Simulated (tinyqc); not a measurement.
Inside a calculation. Method: UHF in the sto-3g basis, for H2O, spin multiplicity 1. One step of it, computed by the program tinyqc.

Problem. Orthogonalisation. S = U s U^T; canonical form X = U s^(-1/2), so that X^T S X = 1. Each column of U has its largest component positive (the first on a tie).

overlap S, lower triangle:
```
,1O 1s,1O 2s,1O 2px,1O 2py,1O 2pz,2H 1s,3H 1s
1O 1s,1.000000
1O 2s,0.236704,1.000000
1O 2px,0.000000,0.000000,1.000000
1O 2py,0.000000,0.000000,0.000000,1.000000
1O 2pz,0.000000,0.000000,0.000000,0.000000,1.000000
2H 1s,0.050216,0.455080,0.000000,0.289468,0.250330,1.000000
3H 1s,0.050216,0.455080,0.000000,-0.289468,0.250330,0.259000,1.000000
```

Give: eigenvalues of S; X.

Solution.

eigenvalues of S: 0.3621  0.4411  0.8810  1.0000  1.1011  1.2999  1.9148

X:
```
,1,2,3,4,5,6,7
1O 1s,-0.3108,0.0000,0.7522,0.0000,-0.6207,0.0000,0.1487
1O 2s,1.1433,0.0000,-0.3125,0.0000,-0.3186,0.0000,0.4144
1O 2px,0.0000,0.0000,0.0000,1.0000,0.0000,0.0000,0.0000
1O 2py,0.0000,0.8897,0.0000,0.0000,0.0000,0.7076,0.0000
1O 2pz,0.5655,0.0000,0.6510,0.0000,0.6242,0.0000,0.2068
2H 1s,-0.7205,-0.8589,-0.1547,0.0000,0.1260,0.3665,0.3779
3H 1s,-0.7205,0.8589,-0.1547,0.0000,0.1260,-0.3665,0.3779
```
